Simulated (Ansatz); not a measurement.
Ansatz (an electronic-structure program) input (MP2/aug-cc-pV(T+d)Z): A basis named .json is the Basis Set Exchange file of that set (core-valence sets with the plain set on hydrogen).

Ansatz 0.2 input:
```yaml
crystal:
  periodic: [false, false, false]
  atoms:
    - {symbol: Cl, position_ang: [-0.00000000, -0.00000000, -0.07122178]}
    - {symbol: H, position_ang: [0.00000000, 0.00000000, 1.21077034]}
basis:
  gaussian:
    orbitals: aug-cc-pV_T+d_Z.json
    fitting: {mean_field: def2-universal-jkfit, correlation: cc-pVTZ-RIFIT.json}
magnetization: {spin_polarized: false}
correlation: {method: mp2, electrons: outside_noble_gas}
```

Output:

```
Functional definition: HF
integrals: 0.01 GiB planned
146 factors; integrals over basis functions are off by at most 1.4e0 eV
152 factors; integrals over basis functions are off by at most 7.9e-1 eV
mean field: 0.08 GiB planned
mean field evaluation 1: about -12519.7901 eV, gradient 1.0e1 eV
mean field evaluation 2: about -12520.1398 eV, gradient 4.2e0 eV
mean field evaluation 4: about -12520.1894 eV, gradient 3.5e-1 eV
mean field evaluation 8: about -12520.1904 eV, gradient 2.6e-6 eV
mean field -12520.19036529 eV, -460.1085094347 hartree, gradient 2.6e-6 eV, S^2 0.000000; 0 other end points of the search recorded, 0 dependent functions left out
5 core orbitals not correlated
reference -12520.19036529 eV, -460.1085094347 hartree; 4, 4 occupied and 69, 69 virtual orbitals, 152 factors
second order -5.66364312 eV of doubles, -0.00000000 eV of singles
Total energy: -12525.85400841 eV, -460.3166444803 hartree
```
